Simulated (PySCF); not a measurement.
Compound: BH₄P.
Bonds: B1–P2. Hydrogens: H3, H4 on B1; H5, H6 on P2.

Jobs on this species (6 atoms, 24 electrons) with PySCF (density fitting). Hardware of each: an Arm Neoverse V2 with one thread (shared host). Times come from a shared host and carry two figures at best.

```tsv
level and settings	work	basis functions	SCF cycles	wall time
wB97X-D/def2-SVPD	10 singlets by full TDDFT, 4 Tamm–Dancoff triplets, polarisability, ΔSCF ions	76	?	?
delta-SCF UKS SCAN, pcX-2 on the ionised atom, pcseg-1 elsewhere, spin-free X2C	ΔSCF core ionisation, 3 holes	94	?	?
B97-2/pcSseg-2	shieldings	135	?	?
PBE0-D3(BJ)/def2-SVP, grid level 1	geometry optimisation from a GFN2-xTB start	52	30	3.1 s
PBE0/pcSseg-1	shieldings, charges and field gradients	61	11	2.1 s
```

Problem. Fill in the missing figures.

Solution. 
- wB97X-D/def2-SVPD; 10 singlets by full TDDFT, 4 Tamm–Dancoff triplets, polarisability, ΔSCF ions: 4.4 s, 12 SCF cycles
- delta-SCF UKS SCAN, pcX-2 on the ionised atom, pcseg-1 elsewhere, spin-free X2C; ΔSCF core ionisation, 3 holes: 6.1 s, 44 SCF cycles
- B97-2/pcSseg-2; shieldings: 3.6 s, 11 SCF cycles

Problem. What do all jobs in the table cost together?

Solution. About 19 s; the longest takes about 32 % of that, and about 2.9 times as long as the shortest.
